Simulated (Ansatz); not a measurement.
# BH3NO radical (SMILES NB[O]): one structure at several levels

How do the functionals fare away from a minimum? The structure is a structure displaced at random from a GFN2-xTB minimum.

Program: Ansatz 0.2.0, Gaussian basis. Level of theory: single points in def2-TZVPP. These are calculated values, not measurements.

Correlated methods freeze the cores. Orbitals are unrestricted.

### 1 The starting structure

SMILES `NB[O]`, 6 atoms, charge 0, spin multiplicity 2.

Atoms are counted from 1 here; the program's logs count them from 0.

Bond lengths: N1–B2 1.447 Å, N1–H4 1.035 Å, N1–H5 0.969 Å, B2–O3 1.370 Å, B2–H6 1.209 Å. Angles: B2–N1–H4 118.4°, B2–N1–H5 119.7°, H4–N1–H5 112.4°, N1–B2–O3 129.9°, N1–B2–H6 116.6°, O3–B2–H6 113.5°.

Geometry (Å):

```
N    -0.3781    0.2942   -0.6476
B     0.3987   -0.1141    0.5023
O     0.5313    0.4801    1.7298
H    -0.4980   -0.3790   -1.4242
H    -1.1552    0.8592   -0.5254
H     1.0567   -1.1204    0.3801
```

### 2 CCSD(T)/def2-TZVPP

run/in.yaml reads:

```yaml
crystal:
  periodic: [false, false, false]
  atoms:
    - {symbol: N, position_ang: [-0.378100, 0.294200, -0.647600]}
    - {symbol: B, position_ang: [0.398700, -0.114100, 0.502300]}
    - {symbol: O, position_ang: [0.531300, 0.480100, 1.729800]}
    - {symbol: H, position_ang: [-0.498000, -0.379000, -1.424200]}
    - {symbol: H, position_ang: [-1.155200, 0.859200, -0.525400]}
    - {symbol: H, position_ang: [1.056700, -1.120400, 0.380100]}
basis:
  gaussian: {orbitals: def2-TZVPP}
magnetization: {spin_polarized: true, initial_magnetization: 1}
correlation: {method: ccsd_t}
scf: {omitted_lower_state_checks: [cluster_reference]}
output: {forces: true}
```

The command line of these runs was not kept.

### 3 PBE0-D4/def2-TZVPP

run/in.yaml, as its differences from that of step 2:

```diff
@@ -12,4 +12,3 @@
 magnetization: {spin_polarized: true, initial_magnetization: 1}
-correlation: {method: ccsd_t}
-scf: {omitted_lower_state_checks: [cluster_reference]}
-output: {forces: true}
+hamiltonian: {xc: pbe0, dispersion: d4}
+output: {forces: true, orbitals: {seedname: orbitals}}
```

### 4 wB97M-V/def2-TZVPP

run/in.yaml, as its differences from that of step 3:

```diff
@@ -12,3 +12,3 @@
 magnetization: {spin_polarized: true, initial_magnetization: 1}
-hamiltonian: {xc: pbe0, dispersion: d4}
-output: {forces: true, orbitals: {seedname: orbitals}}
+hamiltonian: {xc: {name: wB97M-V}}
+output: {forces: true}
```

### 5 r2SCAN-D4/def2-TZVPP

run/in.yaml, as its differences from that of step 4:

```diff
@@ -12,3 +12,3 @@
 magnetization: {spin_polarized: true, initial_magnetization: 1}
-hamiltonian: {xc: {name: wB97M-V}}
+hamiltonian: {xc: r2scan, dispersion: d4}
 output: {forces: true}
```

### 6 PBE-D4/def2-TZVPP

run/in.yaml, as its differences from that of step 5:

```diff
@@ -12,3 +12,3 @@
 magnetization: {spin_polarized: true, initial_magnetization: 1}
-hamiltonian: {xc: r2scan, dispersion: d4}
+hamiltonian: {xc: pbe, dispersion: d4}
 output: {forces: true}
```

### 7 r2SCANh-D4/def2-TZVPP

run/in.yaml, as its differences from that of step 6:

```diff
@@ -12,3 +12,3 @@
 magnetization: {spin_polarized: true, initial_magnetization: 1}
-hamiltonian: {xc: pbe, dispersion: d4}
+hamiltonian: {xc: {name: r2SCANh}, dispersion: d4}
 output: {forces: true}
```

### 8 r2SCAN0-D4/def2-TZVPP

run/in.yaml, as its differences from that of step 7:

```diff
@@ -12,3 +12,3 @@
 magnetization: {spin_polarized: true, initial_magnetization: 1}
-hamiltonian: {xc: {name: r2SCANh}, dispersion: d4}
+hamiltonian: {xc: {name: r2SCAN0}, dispersion: d4}
 output: {forces: true}
```

(Steps that only read results are left out.)

Q: Predict the outcome of this session. Wanted: energy less free atoms, CCSD(T)/def2-TZVPP; RMS force component; RMS force error; HOMO and LUMO, PBE0-D4; T1 diagnostic.

The runs gave:

| quantity | value |
| --- | --- |
| energy less free atoms, CCSD(T)/def2-TZVPP | -507.6 kcal/mol |
| RMS force component | 0.900 to 1.084 eV/Å over the methods |
| RMS force error | PBE0-D4 0.233, wB97M-V 0.138, r2SCAN-D4 0.285, PBE-D4 0.458, r2SCANh-D4 0.233, r2SCAN0-D4 0.200 eV/Å |
| HOMO and LUMO, PBE0-D4 | -8.20 and -4.18 eV |
| T1 diagnostic | 0.023 |

In words: Against CCSD(T) the functionals' energies less atoms differ by -38.3 to -11.3 kcal/mol, PBE-D4 by -38.3 kcal/mol. CCSD(T) in triple zeta still lacks some correlation energy of the bonds, so part of these gaps is its own basis error and they don't rank the functionals. On forces the order runs from wB97M-V to PBE-D4. Frozen-core CCSD(T) forces in triple zeta carry basis errors of their own, and this is one geometry, so small gaps rank nothing.
